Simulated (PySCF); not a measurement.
N₂H₄.
Geometry (PBE0-D3(BJ)/def2-TZVP, Å), atoms numbered from 1 in this order:
```
atom  x, y, z in Å
N1    -0.5565   -0.4293    0.2265
N2     0.6934    0.2281    0.1323
H3    -1.1034    0.0327    0.9398
H4    -1.0793   -0.4018   -0.6423
H5     1.3840   -0.4484   -0.1621
H6     0.6861    0.9884   -0.5388
```

Linear response at PBE0/aug-cc-pVTZ (PySCF, frozen core in the response, non-relativistic). The structure is a single PBE0-D3(BJ)/def2-TZVP conformer in the gas phase; no vibrational or solvent corrections.

Static isotropic polarisability: 23.02 au (3.41 Å³), principal values 21.4, 21.6, 26.0 au.

What is the polarisability at 1064 nm and at the sodium D line?

23.22 au at 1064 nm (+0.9 %), 23.70 au at 589.3 nm (+3.0 %). The rise at 589.3 nm is 3.40 times that at 1064 nm; a pure ω² law gives 3.26. The lowest singlet lies at 216 nm, shorter than both wavelengths.

What is the isotropic C6 coefficient between two such molecules, C6 = (3/π)∫α(iω)² dω?

232.8 au (Eh·bohr⁶) by a ten-point quadrature over imaginary frequencies, which is 139 eV·Å⁶ or 13.4 J·nm⁶/mol.

Which effective excitation energy ω̄ makes London's formula C6 = (3/4)α²ω̄ exact here?

ω̄ = 4·C6/(3α²) = 0.586 Eh = 15.9 eV. A one-pole form α(ω) = α/(1 − ω²/ω̄²) fitted to the 1064 nm value gives 12.6 eV.

What does −C6/R⁶ come to at R = 12 Å between centres?

-4.5 J/mol. This is the leading, orientation-averaged term; C8 and higher terms are left out.

How many electrons N does the Slater–Kirkwood formula C6 = (3/4)·√N·α^(3/2) need to give this C6?

N = (4·C6/3)²/α³ = 7.9; the species has 18 electrons in all.

What molar refraction at the D line follows from R = (4π/3)·N_A·α′, with α′ the polarisability volume?

α′ = 3.51 Å³ gives R = 8.86 cm³/mol, for isolated, non-vibrating species.

What n − 1 at the D line would an ideal gas of it have at 273.15 K and 1 atm (2.6868 × 10¹⁹ cm⁻³), by n − 1 = 2π·N·α′?

5.93 × 10⁻⁴, a formal value whether or not that pressure can be reached.

How anisotropic is the static polarisability, by Δα² = ½[(α1 − α2)² + (α2 − α3)² + (α3 − α1)²]?

Δα = 4.5 au, or 0.20 of the isotropic value.
